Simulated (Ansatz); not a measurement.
Molecule: C$_{3}$H$_{10}$N, net charge 1, singlet state. It need not be the lowest isomer of its formula. SMILES: C[NH+](C)C
Coordinates optimised at B3LYP-D3(BJ)/def2-TZVP (Ansatz, a quantum-chemistry and plane-wave program):
```
N
H 1 1.0216
C 1 1.5001 2 107.19
H 3 1.0868 1 108.91 2 60.17
H 3 1.0868 4 110.30 1 119.48
H 3 1.0872 4 110.18 5 121.86
C 1 1.5001 2 107.19 3 -120.00
H 7 1.0868 1 108.91 2 60.17
H 7 1.0868 8 110.30 1 119.48
H 7 1.0872 8 110.18 9 121.86
C 1 1.5001 2 107.19 3 120.00
H 11 1.0868 1 108.91 2 -60.17
H 11 1.0868 12 110.30 1 -119.48
H 11 1.0872 12 110.18 13 -121.86
```
Charge +1, spin multiplicity 1.

Parts of the frozen-core correlation energy in 6-31G (Ansatz, hartree). Frozen orbitals: 4; correlated occupied orbitals by spin: 13 and 13; virtual: 39 and 39. Spin-orbit coupling is left out. No relativistic terms.

```json
[
 {"term": "reference (HF)", "value": "-173.57608"},
 {"term": "MP2 opposite-spin", "value": "___"},
 {"term": "MP2 same-spin", "value": "-0.07880"},
 {"term": "CCSD correlation", "value": "___"},
 {"term": "(T)", "value": "___"},
 {"term": "T1 diagnostic", "value": "0.007"},
 {"term": "largest doubles amplitude", "value": "0.019"}
]
```

Q: Complete the blanks.

A: 
- MP2 opposite-spin, value: -0.30668
- CCSD correlation, value: -0.43788
- (T), value: -0.00893
